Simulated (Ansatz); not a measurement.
**CF (quartet): from Hartree-Fock to the top rungs, cc-pVDZ**

How much of the correlation energy of CF (quartet) does each wave-function method recover here?

Method: cc-pVDZ, core rule «outside noble gas», up to 2 orbitals frozen; program: Ansatz 0.2.0, Gaussian basis.

To be run: UHF; CCSD(T) on ROHF; CCSD(T) on UHF; BCCD(T) on ROHF; CISD; CCSDT(Q) on ROHF; CCSDT(Q) on UHF; CCSDTQ on ROHF; CCSDTQ on UHF; CASSCF and MRCISD+Q, 11 electrons in 8 orbitals; CASSCF and NEVPT2, 11 electrons in 8 orbitals.

7 further runs of the same task are left out: 2 that didn't finish, 5 set aside as unsound or not needed.

## (1) What is computed

The geometry is a PBE0/def2-TZVP stationary point (not a proven minimum).

2 atoms, charge 0, spin multiplicity 4.

Atoms are counted from 1 here; the program's logs count them from 0.

Bond lengths: C1–F2 1.316 Å.

## (2) UHF

Input file in.yaml:

```yaml
crystal:
  periodic: [false, false, false]
  atoms:
    - {symbol: C, position_ang: [0.000000, 0.000000, 0.000000]}
    - {symbol: F, position_ang: [0.000000, 0.000000, 1.315900]}
basis:
  gaussian: {orbitals: cc-pVDZ}
magnetization: {spin_polarized: true, initial_magnetization: 3}
hamiltonian: {xc: hf}
output: {orbitals: {seedname: orbitals}}
```

Run with:

```console
$ ansatz run in.yaml --threads 1 --pin off --events-out ev --progress --plain --max-ram 4096MiB --backend cpu
```

After this run come: CCSD(T) on ROHF; CCSD(T) on UHF; BCCD(T) on ROHF; CISD; CCSDT(Q) on ROHF; CCSDT(Q) on UHF; CCSDTQ on ROHF; CCSDTQ on UHF; CASSCF and MRCISD+Q, 11 electrons in 8 orbitals; CASSCF and NEVPT2, 11 electrons in 8 orbitals.

Before running them: what should the planned runs give, taken together? Wanted: UCCSDTQ below the RHF energy; RMP2 from UCCSDTQ; UMP2 from UCCSDTQ; RCCSD from UCCSDTQ; RCCSD(T) from UCCSDTQ; UCCSD(T) from UCCSDTQ; RCCSDT(Q) from UCCSDTQ; UCCSDT(Q) from UCCSDTQ; NEVPT2 valence from UCCSDTQ.

As calculated:

| quantity | value |
| --- | --- |
| UCCSDTQ below the RHF energy | -6.9731 eV |
| RMP2 from UCCSDTQ | +44.8 kJ/mol |
| UMP2 from UCCSDTQ | +43.7 kJ/mol |
| RCCSD from UCCSDTQ | +14.2 kJ/mol |
| RCCSD(T) from UCCSDTQ | +2.5 kJ/mol |
| UCCSD(T) from UCCSDTQ | +2.4 kJ/mol |
| RCCSDT(Q) from UCCSDTQ | +0.1 kJ/mol |
| UCCSDT(Q) from UCCSDTQ | -0.2 kJ/mol |
| NEVPT2 valence from UCCSDTQ | +83.9 kJ/mol |
| MRCISD+Q valence from UCCSDTQ | +5.3 kJ/mol |
| levels within 1 kcal/mol (43 meV) | RCCSD(T), UCCSD(T), BCCD(T), RCCSDT, UCCSDT, RCCSDT(Q), UCCSDT(Q), RCCSDTQ |
| T1 diagnostic | 0.022 |
| effectively unpaired electrons | 3.01 |

**Reading.** RCCSD(T) lands +2.5 kJ/mol from the yardstick (0.4 % of the correlation energy). One determinant dominates. Of the multireference levels listed MRCISD+Q valence comes nearest in total energy (+5.3 kJ/mol), which doesn't show that its space is the better one. These misses are within one basis, not against nature; the frozen cores of restricted and unrestricted runs differ, which can shift their rows.
